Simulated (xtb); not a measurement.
xtb input (GFN-FF):

```bash
xtb mol.xyz --gfnff --opt tight --chrg 0 --uhf 0
```
mol.xyz:
```
6

C      0.00319266     0.00643257     0.66040383
C     -0.00319266    -0.00643257    -0.66040383
F      0.02490825     1.11427502     1.37583632
F     -0.01150102    -1.08726216     1.39745609
F      0.01150102     1.08726216    -1.39745609
F     -0.02490825    -1.11427502    -1.37583632
```

End of the output:

```
         :::::::::::::::::::::::::::::::::::::::::::::::::::::
         ::                     SUMMARY                     ::
         :::::::::::::::::::::::::::::::::::::::::::::::::::::
         :: total energy              -0.755820078025 Eh    ::
         :: gradient norm              0.000300642995 Eh/a0 ::
         ::.................................................::
         :: bond energy               -0.759282472832 Eh    ::
         :: angle energy               0.000019805808 Eh    ::
         :: torsion energy             0.000000000000 Eh    ::
         :: repulsion energy           0.042420701568 Eh    ::
         :: electrostat energy        -0.036562627100 Eh    ::
         :: dispersion energy         -0.001613160914 Eh    ::
         :: HB energy                  0.000000000000 Eh    ::
         :: XB energy                  0.000000000000 Eh    ::
         :: bonded atm energy         -0.000802324555 Eh    ::
         :: external energy            0.000000000000 Eh    ::
         :: add. restraining           0.000000000000 Eh    ::
         :: total charge               0.000000000000 e     ::
         :::::::::::::::::::::::::::::::::::::::::::::::::::::

           -------------------------------------------------
          |                Property Printout                |
           -------------------------------------------------

molecular dipole:
                 x           y           z       tot (Debye)
 q only:        0.000       0.000      -0.000       0.000
           -------------------------------------------------
          |                Geometry Summary                 |
           -------------------------------------------------

      molecular mass/u    :      100.0150844
   center of mass at/Å    :        0.0000000       0.0000000      -0.0000000
  moments of inertia/u·Å² :        0.1017398E+03   0.1476378E+03   0.2493775E+03
rotational constants/cm⁻¹ :        0.1656936E+00   0.1141824E+00   0.6759884E-01

 * 1 selected distances

     #   Z          #   Z                                           value/Å
     1   6 C        2   6 C                                       1.3333568 (max)

 * 1 distinct bonds (by element types)

   Z      Z             #   av. dist./Å        max./Å        min./Å
   6 C    6 C           1     1.3333568     1.3333568     1.3333568

optimized geometry written to: xtbopt.xyz

           -------------------------------------------------
          | TOTAL ENERGY               -0.755820078025 Eh   |
          | GRADIENT NORM               0.000300642995 Eh/α |
           -------------------------------------------------
########################################################################
[WARNING] Runtime exception occurred
-1- gfnff_setup: Could not read topology file.
########################################################################

------------------------------------------------------------------------
------------------------------------------------------------------------
Note: The following floating-point exceptions are signalling: IEEE_UNDERFLOW_FLAG IEEE_DENORMAL
normal termination of xtb
 total:
 SCF:
 ANC optimizer:
```
